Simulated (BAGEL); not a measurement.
**B3LYP/cc-pVDZ (density fitting with qzvpp-jkfit) run of C3H7F (SMILES CC(C)F)**

Aim: the energy change on altering one bond length of C3H7F at B3LYP/cc-pVDZ (density fitting with qzvpp-jkfit), from 2 runs. 

The calculation is run with BAGEL 1.2.2.

4 further runs of the same task are left out: 2 that didn't finish, 2 set aside as unsound or not needed. Runs told in other sessions of the task aren't counted.

### Step 1. The system as given

C3H7F has 11 atoms, charge 0, and is taken as a singlet. As SMILES, `CC(C)F`. Geometry: relaxed at PBE0-D4/def2-TZVP.

Bond lengths: C1–C2 1.508 Å, C2–C3 1.508 Å, C2–F4 1.396 Å, C1–H5 1.091 Å, C1–H6 1.092 Å, C1–H7 1.092 Å, C2–H8 1.096 Å, C3–H9 1.092 Å, C3–H10 1.091 Å, C3–H11 1.092 Å. Some angles: C1–C2–C3 113.9°, C1–C2–F4 108.3°, C3–C2–F4 108.3°, C1–C2–H8 110.1°, C3–C2–H8 110.1°, F4–C2–H8 105.9°, C2–C1–H5 110.6°, C2–C1–H6 110.3°, C2–C1–H7 110.4°, C2–C3–H9 110.4°.

### Step 2. The energy at B3LYP/cc-pVDZ (density fitting with qzvpp-jkfit)

Contents of input.json:

```json
{ "bagel" : [

{
  "title" : "molecule",
  "basis" : "cc-pvdz.json",
  "df_basis" : "qzvpp-jkfit",
  "angstrom" : true,
  "geometry" : [
    { "atom" : "C", "xyz" : [   -0.234500,    1.045100,   -0.703000 ] },
    { "atom" : "C", "xyz" : [   -0.479600,   -0.306600,   -0.081300 ] },
    { "atom" : "C", "xyz" : [    0.626400,   -0.766200,    0.834700 ] },
    { "atom" : "F", "xyz" : [   -0.614100,   -1.242400,   -1.108400 ] },
    { "atom" : "H", "xyz" : [   -1.041900,    1.303400,   -1.390000 ] },
    { "atom" : "H", "xyz" : [   -0.180600,    1.814100,    0.071000 ] },
    { "atom" : "H", "xyz" : [    0.707700,    1.043900,   -1.256000 ] },
    { "atom" : "H", "xyz" : [   -1.436600,   -0.307200,    0.453700 ] },
    { "atom" : "H", "xyz" : [    1.578500,   -0.788700,    0.299400 ] },
    { "atom" : "H", "xyz" : [    0.417300,   -1.766700,    1.216600 ] },
    { "atom" : "H", "xyz" : [    0.722800,   -0.085600,    1.683800 ] }
  ]
},
{ "title" : "ks", "xc_func" : "b3lyp" },
{ "title" : "print", "file" : "orbitals.molden", "orbitals" : true }

]}
```

The basis set cc-pVDZ is read from a file made from the Basis Set Exchange's data (not shown).

Launch:

```console
BAGEL_NUM_THREADS=1 BAGEL input.json > input.out
```

Standard output:

```text
* using 1 threads per process

  ===============================================================
  ===============================================================

  *** Geometry ***

  { "atom" : "C", "xyz" : [     -0.443141,      1.974953,     -1.328477 ] },
  { "atom" : "C", "xyz" : [     -0.906313,     -0.579390,     -0.153635 ] },
  { "atom" : "C", "xyz" : [      1.183724,     -1.447908,      1.577354 ] },
  { "atom" : "F", "xyz" : [     -1.160481,     -2.347796,     -2.094572 ] },
  { "atom" : "H", "xyz" : [     -1.968906,      2.463069,     -2.626719 ] },
  { "atom" : "H", "xyz" : [     -0.341285,      3.428152,      0.134171 ] },
  { "atom" : "H", "xyz" : [      1.337359,      1.972685,     -2.373496 ] },
  { "atom" : "H", "xyz" : [     -2.714781,     -0.580524,      0.857369 ] },
  { "atom" : "H", "xyz" : [      2.982933,     -1.490427,      0.565784 ] },
  { "atom" : "H", "xyz" : [      0.788583,     -3.338579,      2.299041 ] },
  { "atom" : "H", "xyz" : [      1.365894,     -0.161761,      3.181921 ] },

  Number of auxiliary basis functions:      428

  Since a DF basis is specified, we compute 2- and 3-index integrals:
    o Being stored without compression. Storage requirement is 0.028 GB

  Number of basis functions:       91
  Number of electrons      :       34

    * METHOD: MOLECULE                             0.18

  *** Kohn-Sham DFT ***

    * Removing 21448 points whose weight is below 1.00e-10
    * Grid points: 142518

  === Nuclear Repulsion ===
   133.0585992146

       - DIIS with orbital gradients will be used.

  === KS iteration (b3lyp / cc-pvdz.json) ===
      0       -187.66668676          0.11657984           0.40
      1       -170.94302697          0.12180292           0.41
      2       -149.69156859          0.21425943           0.44
      3       -198.41100358          0.15435373           0.44
      4       -211.50126729          0.09392424           0.41
      5       -212.48888368          0.08965632           0.39
      6       -215.82935028          0.06259866           0.38
      7       -202.21710364          0.11947620           0.39
      8       -217.84947605          0.02688911           0.41
      9       -218.30302139          0.01198847           0.39
     10       -218.37714736          0.00321553           0.39
     11       -218.38601151          0.00066975           0.40
     12       -218.38605647          0.00047840           0.41
     13       -218.38622008          0.00008180           0.43
     14       -218.38622327          0.00001317           0.43
     15       -218.38622334          0.00000641           0.42
     16       -218.38622335          0.00000291           0.40
     17       -218.38622336          0.00000119           0.39
     18       -218.38622336          0.00000014           0.39
     19       -218.38622336          0.00000010           0.40
     20       -218.38622336          0.00000001           0.40
     21       -218.38622336          0.00000001           0.39
    * SCF iteration converged.

    * Permanent dipole moment:
           (   -0.105201,    -0.461225,    -0.484484) a.u.

    * METHOD: KS                                   9.74

    * METHOD: PRINT                                0.01

  ===============================================================
```

Run time: 10 s. Hardware: 1 thread of Arm Neoverse V2, shared host; peak memory 0.56 GiB.

### Step 3. The distorted shape, same level

Contents of calc.json:

```json
{ "bagel": [

{
  "title": "molecule",
  "basis": "cc-pvdz.json",
  "df_basis": "qzvpp-jkfit",
  "angstrom": true,
  "geometry": [
    { "atom": "C", "xyz": [   -0.375854,    1.045280,   -0.620036 ] },
    { "atom": "C", "xyz": [   -0.620954,   -0.306420,    0.001664 ] },
    { "atom": "C", "xyz": [    0.485046,   -0.766020,    0.917664 ] },
    { "atom": "F", "xyz": [   -0.755454,   -1.242220,   -1.025436 ] },
    { "atom": "H", "xyz": [   -1.183254,    1.303580,   -1.307036 ] },
    { "atom": "H", "xyz": [   -0.321954,    1.814280,    0.153964 ] },
    { "atom": "H", "xyz": [    0.707700,    1.043900,   -1.256000 ] },
    { "atom": "H", "xyz": [   -1.577954,   -0.307020,    0.536664 ] },
    { "atom": "H", "xyz": [    1.437146,   -0.788520,    0.382364 ] },
    { "atom": "H", "xyz": [    0.275946,   -1.766520,    1.299564 ] },
    { "atom": "H", "xyz": [    0.581446,   -0.085420,    1.766764 ] }
  ]
},
{ "title": "ks", "xc_func": "b3lyp" },
{ "title": "print", "file": "orbitals.molden", "orbitals": true }

]}
```

The basis set cc-pVDZ is read from a file made from the Basis Set Exchange's data (not shown).

Launch:

```console
BAGEL_NUM_THREADS=1 BAGEL calc.json > calc.out
```

Standard output:

```text
* using 1 threads per process

  ===============================================================
  ===============================================================

  *** Geometry ***

  { "atom" : "C", "xyz" : [     -0.710261,      1.975293,     -1.171698 ] },
  { "atom" : "C", "xyz" : [     -1.173433,     -0.579050,      0.003145 ] },
  { "atom" : "C", "xyz" : [      0.916604,     -1.447568,      1.734134 ] },
  { "atom" : "F", "xyz" : [     -1.427601,     -2.347456,     -1.937793 ] },
  { "atom" : "H", "xyz" : [     -2.236026,      2.463409,     -2.469940 ] },
  { "atom" : "H", "xyz" : [     -0.608405,      3.428492,      0.290950 ] },
  { "atom" : "H", "xyz" : [      1.337359,      1.972685,     -2.373496 ] },
  { "atom" : "H", "xyz" : [     -2.981901,     -0.580184,      1.014148 ] },
  { "atom" : "H", "xyz" : [      2.715812,     -1.490087,      0.722563 ] },
  { "atom" : "H", "xyz" : [      0.521462,     -3.338239,      2.455820 ] },
  { "atom" : "H", "xyz" : [      1.098774,     -0.161420,      3.338700 ] },

  Number of auxiliary basis functions:      428

  Since a DF basis is specified, we compute 2- and 3-index integrals:
    o Being stored without compression. Storage requirement is 0.028 GB

  Number of basis functions:       91
  Number of electrons      :       34

    * METHOD: MOLECULE                             0.18

  *** Kohn-Sham DFT ***

    * Removing 21216 points whose weight is below 1.00e-10
    * Grid points: 142750

  === Nuclear Repulsion ===
   132.4592157773

       - DIIS with orbital gradients will be used.

  === KS iteration (b3lyp / cc-pvdz.json) ===
      0       -187.20646720          0.11436016           0.46
      1       -169.29828512          0.14548069           0.44
      2       -160.54589644          0.19978579           0.45
      3       -202.27105828          0.11896498           0.42
      4       -215.83568282          0.05764602           0.41
      5       -217.99371740          0.02563194           0.42
      6       -218.29954330          0.00955114           0.41
      7       -218.36579128          0.00338773           0.40
      8       -218.37192668          0.00229584           0.41
      9       -218.37549712          0.00034719           0.42
     10       -218.37556302          0.00010388           0.44
     11       -218.37556900          0.00003264           0.44
     12       -218.37556944          0.00000994           0.43
     13       -218.37556948          0.00000470           0.42
     14       -218.37556949          0.00000306           0.41
     15       -218.37556950          0.00000070           0.40
     16       -218.37556950          0.00000026           0.40
     17       -218.37556950          0.00000010           0.41
     18       -218.37556950          0.00000003           0.41
     19       -218.37556950          0.00000001           0.40
     20       -218.37556950          0.00000001           0.41
    * SCF iteration converged.

    * Permanent dipole moment:
           (   -0.064223,    -0.451386,    -0.512104) a.u.

    * METHOD: KS                                   9.65

    * METHOD: PRINT                                0.01

  ===============================================================
```

Run time: 10 s. Hardware: 1 thread of Arm Neoverse V2, shared host; peak memory 0.56 GiB.

### Step 4. Results

Level: B3LYP/cc-pVDZ (density fitting with qzvpp-jkfit).

```
                                                         quantity          value
                                        first shape: total energy  -218.38622 Eh
                                       first shape: dipole moment         1.72 D
                                         first shape: HOMO energy       -8.68 eV
                                         first shape: LUMO energy        1.60 eV
                                       first shape: HOMO–LUMO gap       10.28 eV
                                    distorted shape: total energy  -218.37557 Eh
                                   distorted shape: dipole moment         1.74 D
                                     distorted shape: HOMO energy       -8.67 eV
                                     distorted shape: LUMO energy        1.52 eV
                                   distorted shape: HOMO–LUMO gap       10.19 eV
energy change with the C1–H7 bond stretched from 1.092 to 1.256 Å       0.290 eV
```

**Reading.** With the C1–H7 bond stretched from 1.092 to 1.256 Å the energy rises by 0.29 eV (28.0 kJ/mol). The first shape isn't relaxed at this level, so the change isn't measured from a minimum.
